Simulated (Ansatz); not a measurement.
We consider hcp Sc, described by PBE-D3(BJ) (PAW; Ansatz, an electronic-structure program).

Run with plane-wave cutoff 520 eV, 18×18×10 k mesh (along the axes of the cell as run), Fermi–Dirac smearing 0.05 eV, scalar-relativistic PAW data made under PBE.

Energies at three volumes about the minimum:

| V (Å³/atom) | E − E_lowest (meV/atom) |
|---|---|
| 23.005 | 1.72 |
| 23.474 | 0.00 |
| 23.944 | 1.65 |

Fit a parabola by hand: where is the minimum, and what is the bulk modulus?

Slopes: (0.00 − 1.72)/(23.474 − 23.005) = -3.667 and (1.65 − 0.00)/(23.944 − 23.474) = 3.511 meV/Å³. Curvature E″ = 2 × (3.511 − (-3.667))/(23.944 − 23.005) = 15.289 meV/Å⁶. From the middle of the first interval, the slope vanishes at V0 = 23.2395 − (-3.667)/15.289 = 23.479 Å³/atom. B = V0 E″ = 23.479 × 15.289 meV/Å³ × 0.1602 GPa per meV/Å³ = 57.5 GPa. The full Birch–Murnaghan fit to all volumes gives V0 = 23.473 Å³/atom and B0 = 57.5 GPa.

Shape and atoms are relaxed at each volume.

Measured, for comparison: bulk modulus 55.6 GPa (zero-point energy and finite temperature contributions removed, our sources range from 44.5 to 55.6; as tabulated in doi:10.1021/acs.jctc.3c00612). Computed (rounded) less measured: bulk modulus not scored (sources differ).

Note: the bulk modulus comes from volumes at which shape and atoms were relaxed.
